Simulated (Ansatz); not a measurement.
## How far each method lies from UCCSDT(Q) for [SiH$_{3}$···H···Si], triplet

Geometry: a point of a hydrogen-transfer path between rigid fragments, not a stationary point.

```yaml
atoms:
  - { symbol: Si, position_ang: [-1.5796, 0.0000, 0.0000] }
  - { symbol: H, position_ang: [-2.0745, 1.3997, 0.0000] }
  - { symbol: H, position_ang: [-2.0745, -0.6999, 1.2122] }
  - { symbol: H, position_ang: [-2.0745, -0.6999, -1.2122] }
  - { symbol: H, position_ang: [0.0994, 0.0000, 0.0000] }
  - { symbol: Si, position_ang: [1.7994, 0.0000, 0.0000] }
```

Basis cc-pVDZ; Ansatz 0.2.0. Only valence electrons are correlated (noble-gas cores frozen), which leaves 12 electrons in 46 orbitals. Prefix R: restricted or restricted open-shell reference; prefix U: unrestricted. Active spaces: pair = (4e, 4o) about the gap.

Full CI isn't at hand for all of this; UCCSDT(Q) serves as the reference, and is uncertain by about the last step of the cluster series. The frozen core follows each run's orbitals, which can shift R against U totals by a few meV.

For open shells CISD is restricted-active-space CI with the open shells as a complete middle space.

```
UHF ⟨S²⟩                          : 2.027
T1 diagnostic (RCCSD)             : 0.0195
largest doubles amplitude (RCCSD) : 0.080
T1 diagnostic (UCCSD)             : 0.0183
```

| level | E − E(RHF) (eV) |
| --- | --- |
| UHF | -0.1357 |
| RMP2 | -4.8118 |
| UMP2 | -4.7999 |
| RCCSD | -6.1083 |
| UCCSD | -6.1112 |
| RCCSD(T) | -6.2530 |
| UCCSD(T) | -6.2533 |

Task: Estimate how far UCCSDT(Q) in cc-pVDZ lies from RCCSD(T). The table doesn't fix it; the size of (T) and the diagnostics are the guide.

Result: UCCSDT(Q) in cc-pVDZ lies 1.51 mEh below RCCSD(T), which is 28 % of the (T) step (-5.32 mEh). The diagnostics give no warning, yet the rest is a sizeable part of (T).

The other levels:

| level | E − E(UCCSDT(Q)) (mEh) | share of correlation (%) | wall time |
| --- | --- | --- | --- |
| CISD | 26.96 | 88.34 | 3.7 s |
| BCCD(T) | 1.48 | 99.36 | 3.2 s |
| RCCSDT | 0.23 | 99.90 | – |
| UCCSDT | 0.22 | 99.91 | – |
| RCCSDT(Q) | 0.01 | 99.99 | 50 s |
| CASSCF (pair space) | 216.30 | 6.49 | – |
| NEVPT2 (pair space) | 56.56 | 75.55 | 1.4 s |
| MRCISD (pair space) | 24.25 | 89.52 | – |
| MRCISD+Q (pair space) | 0.96 | 99.59 | 1.8 s |

The correlation energy at UCCSDT(Q), counted from RHF, is -6.294 eV. That run took 43 s on 1 thread of Arm Neoverse V2, shared host.

Times hold each run's SCF and search for its determinant on a shared host, so for small cases they say little of a method's own cost; they ran on 1 thread of Arm Neoverse V2.
